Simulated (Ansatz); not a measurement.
# H2O3 (trioxidane): levels of theory compared

Aim: a comparison of 6 runs (B3LYP/STO-3G, HSE06/STO-3G, UB3LYP/STO-3G, r2SCAN/STO-3G, CCSD(T)/STO-3G, UCCSD(T)/STO-3G) of H2O3 (trioxidane). 

The results are computed with Ansatz 0.2.0.

29 further runs of the same task are left out: 1 that didn't finish, 28 set aside as unsound or not needed.

## Step 1: The structure to begin with

The species is H2O3 (5 atoms), meant as a singlet with charge 0. As SMILES, `OOO`. The H4–O1 distance was set to 2.431 Å, away from the relaxed value. At this shape a bond of the SMILES string is far longer than usual.

Bond lengths: O1–O2 1.390 Å, O2–O3 1.391 Å, O3–H5 0.972 Å. Angles: O1–O2–O3 110.7°, O2–O3–H5 106.5°.

## Step 2: A single-point energy at B3LYP/STO-3G (run 1)

job.yaml reads:

```yaml
crystal:
  periodic: [false, false, false]
  atoms:
    - {symbol: O, position_ang: [-0.391937, -1.729527, 0.699581]}
    - {symbol: O, position_ang: [0.465053, -1.085907, 1.584551]}
    - {symbol: O, position_ang: [1.768513, -1.093607, 1.099461]}
    - {symbol: H, position_ang: [-1.378730, -0.001520, -0.695970]}
    - {symbol: H, position_ang: [1.905423, -0.236707, 0.661741]}
basis:
  gaussian:
    orbitals: STO-3G
total_charge: 0
hamiltonian:
  xc: {name: B3LYP}
accuracy: high
```

Launch:

```bash
$ ansatz run job.yaml --threads 1 --pin off --max-ram 2610MiB --events-out events.jsonl --progress --plain --runs-dir runs
```

What it wrote:

```text
Warning: RAYON_NUM_THREADS=1 ignored (pool sized by the plan → 1); use --threads N
Functional definition: B3LYP
  name "B3LYP"
  parameter a0 = 0.2
  parameter ax = 0.72
  parameter ac = 0.81
  exchange = (1 - a0 - ax)*slater_x + ax*b88_x + a0*exact_x
  correlation = (1 - ac)*vwn_rpa_c + ac*lyp_c
296 factors; integrals over basis functions are off by at most 3.6e-8 eV
mean field evaluation 1: about -6065.3965 eV, gradient 5.0e1 eV
mean field evaluation 2: about -6053.2435 eV, gradient 6.2e1 eV
mean field evaluation 4: about -6067.9001 eV, gradient 3.1e1 eV
mean field evaluation 8: about -6073.9908 eV, gradient 2.2e1 eV
mean field evaluation 16: about -6078.4798 eV, gradient 1.1e-6 eV
mean field -6078.47981800 eV, -223.3800131700 hartree, gradient 1.6e-8 eV, S^2 0.000000; 0 other end points of the search recorded, 0 dependent functions left out
reference -6078.47984197 eV, -223.3800140508 hartree; 13, 13 occupied and 4, 4 virtual orbitals, 296 factors
Total energy: -6078.47984197 eV, -223.3800140508 hartree
```

It took 2.1 s on 1 thread of Intel Xeon Platinum 8259CL at 2.50GHz (Skylake/Cascade Lake), shared host; peak memory 0.11 GiB.

## Step 3: A single-point energy at HSE06/STO-3G (run 2)

molecule.yaml reads:

```yaml
basis:
  gaussian:
    orbitals: STO-3G
crystal:
  periodic: [false, false, false]
  atoms:
    - {symbol: O, position_ang: [-0.391937, -1.729527, 0.699581]}
    - {symbol: O, position_ang: [0.465053, -1.085907, 1.584551]}
    - {symbol: O, position_ang: [1.768513, -1.093607, 1.099461]}
    - {symbol: H, position_ang: [-1.378730, -0.001520, -0.695970]}
    - {symbol: H, position_ang: [1.905423, -0.236707, 0.661741]}
accuracy: high
hamiltonian:
  xc: hse06
```

Launch:

```bash
$ ansatz run molecule.yaml --threads 1 --pin off --max-ram 2610MiB --events-out events.jsonl --progress --plain --runs-dir runs
```

What it wrote:

```text
Warning: RAYON_NUM_THREADS=1 ignored (pool sized by the plan → 1); use --threads N
Functional definition: HSE06
  name "HSE06"
  parameter a = 0.25
  parameter omega = 0.11/bohr
  exchange = pbe_x - a*pbe_x_sr(omega) + a*exact_x_sr(omega)
  correlation = pbe_c
296 factors; integrals over basis functions are off by at most 3.6e-8 eV
49 factors; integrals over basis functions are off by at most 3.0e-10 eV
mean field evaluation 1: about -6060.2232 eV, gradient 5.0e1 eV
mean field evaluation 2: about -6048.5512 eV, gradient 6.1e1 eV
mean field evaluation 4: about -6061.4866 eV, gradient 3.0e1 eV
mean field evaluation 8: about -6068.0742 eV, gradient 2.2e1 eV
mean field evaluation 16: about -6072.7788 eV, gradient 1.1e-6 eV
mean field -6072.77875091 eV, -223.1705028187 hartree, gradient 1.2e-8 eV, S^2 0.000000; 0 other end points of the search recorded, 0 dependent functions left out
reference -6072.77875245 eV, -223.1705028752 hartree; 13, 13 occupied and 4, 4 virtual orbitals, 296 factors
Total energy: -6072.77875245 eV, -223.1705028752 hartree
```

Run time: 3.3 s. Hardware: 1 thread of Intel Xeon Platinum 8259CL at 2.50GHz (Skylake/Cascade Lake), shared host; peak memory 0.11 GiB.

Runs 3 to 5 aren't shown in full; the table further down has their settings and results.

## Step 4: A single-point energy at UCCSD(T)/STO-3G (run 6)

in.yaml reads:

```yaml
crystal:
  periodic: [false, false, false]
  atoms:
    - {symbol: O, position_ang: [-0.391937, -1.729527, 0.699581]}
    - {symbol: O, position_ang: [0.465053, -1.085907, 1.584551]}
    - {symbol: O, position_ang: [1.768513, -1.093607, 1.099461]}
    - {symbol: H, position_ang: [-1.378730, -0.001520, -0.695970]}
    - {symbol: H, position_ang: [1.905423, -0.236707, 0.661741]}
basis:
  gaussian: {orbitals: STO-3G}
magnetization: {spin_polarized: true, initial_magnetization: 0}
correlation: {method: ccsd_t, frozen_orbitals: {H: 0, O: 1}}
accuracy: high
scf: {omitted_lower_state_checks: [cluster_reference, increment]}
```

Launch:

```bash
$ ansatz run in.yaml --threads 1 --pin off --max-ram 2610MiB --events-out events.jsonl --progress --plain --runs-dir runs
```

What it wrote:

```text
Warning: RAYON_NUM_THREADS=1 ignored (pool sized by the plan → 1); use --threads N
[... 16 lines left out ...]
3 core orbitals not correlated: weight in the atoms' cores, before any rotation towards them, 1.000 or more for the frozen orbitals, at most 0.000 for the correlated occupied ones
[... 57 lines left out ...]
Total energy: -6057.66897538 eV, -222.6152288096 hartree
Checks for a lower state left out: cluster_reference, increment
```

Wall time 1.5 s (1 thread of Intel Xeon Platinum 8259CL at 2.50GHz (Skylake/Cascade Lake), shared host).

## Step 5: The series

```tsv
run	level	frozen core orbitals	energy (Eh)	wall time
1	B3LYP/STO-3G	–	-223.380014	2.1 s
2	HSE06/STO-3G	–	-223.170503	3.3 s
3	UB3LYP/STO-3G	–	-223.445654	4.8 s
4	r2SCAN/STO-3G	–	-223.335990	6.3 s
5	CCSD(T)/STO-3G	3	-222.620373	0.51 s
6	UCCSD(T)/STO-3G	3	-222.615229	1.5 s
```

## Step 6: What came out

```
                                          quantity          value
                               run 6: total energy  -222.61523 Eh
run 6: correlation energy (3 core orbitals frozen)     -144.2 mEh
                             run 6: (T) correction      -2.63 mEh
          run 6: ⟨S²⟩ of the reference determinant          1.008
                              run 6: T1 diagnostic          0.029
```

**Reading.** Totals of different functionals can't be ranked against each other. In run 5 the log says that unrestricted orbitals would lower the reference, so the values rest on an unstable closed-shell determinant (other closed-shell runs at this shape may share the fault). In runs 1, 2, 3, 4, 5, 6 the basis is minimal, so the values are rough. In runs 1, 2, 4, 5 a closed-shell determinant meets a far-stretched bond, which it describes badly. Spin contamination of the reference: run 6 ⟨S²⟩ = 1.01, run 3 ⟨S²⟩ = 0.96. Where it is this large, the reference is a mixture of spin states, and values that rest on it are in doubt. All runs together took 19 s, the longest 6.3 s.
